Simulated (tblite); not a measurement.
Species: C3H3PS.
InChI=1S/C3H3PS/c1-2-5-3-4-1/h1-3H

Calculated harmonic vibrations of the isolated species, GFN2-xTB (tblite), most abundant isotopes, no scaling. The method is semi-empirical: single wavenumbers can be off by several per cent or more.

Harmonic wavenumbers (cm⁻¹): 316.1, 408.8, 483.6, 602.5, 694.8, 727.9, 774.8, 810.3, 827.6, 851.7, 962.4, 1081.6, 1148.9, 1230.8, 1468.8, 3087.4, 3118.2, 3118.8.

A = 6837, B = 3364, C = 2255 MHz; mass 101.969 u (most abundant isotopes); point group Cs, symmetry number 1.

Q: What is the zero-point energy?

A: Half the sum of the wavenumbers: 10857 cm⁻¹ = 129.88 kJ/mol.

Q: Entropy at 273.15 K, 1 bar (ideal gas, RRHO, classical rotation)?

A: Translation 164.71, rotation 108.66, vibration 17.46: S = 290.8 J/(mol K).

Q: And Cp and H(273.15 K) − H(0)?

A: Cp = 72.54 J/(mol K), of which vibrations give 39.28 (their classical limit is 18 R = 149.7); H(273.15 K) − H(0) = 12.55 kJ/mol without the zero-point energy, 3.46 from vibrations.

Q: Which modes carry the vibrational entropy at 273.15 K?

A: 316.1 cm⁻¹: 4.97; 408.8 cm⁻¹: 3.38; 483.6 cm⁻¹: 2.48; 602.5 cm⁻¹: 1.51; 694.8 cm⁻¹: 1.02; 727.9 cm⁻¹: 0.89 J/(mol K); the other 12 give 3.21 together.

Q: What must be added to the electronic energy to get the Gibbs energy at 273.15 K and 1 bar?

A: ZPE + [H(273.15 K) − H(0)] − T·S = 129.88 + 12.55 − 79.44 = 62.99 kJ/mol.

Q: How do the functions run with temperature in this model?

A: 
```
 T (K)  S (J/(mol K))  Cp (J/(mol K))  H − H(0) (kJ/mol)  G − H(0) (kJ/mol)  ln q(vib)
   150          256.9            44.4               5.39             -33.13       0.09
   250          284.6            67.1              10.93             -60.23       0.45
298.15          297.4            78.2              14.43             -74.24       0.72
   400          323.4            98.4              23.47            -105.87       1.43
   600          368.6           124.0              45.96            -175.20       3.09
   900          423.2           144.4              86.54            -294.32       5.68
```

q(vib) and H(0) count from the zero-point level.
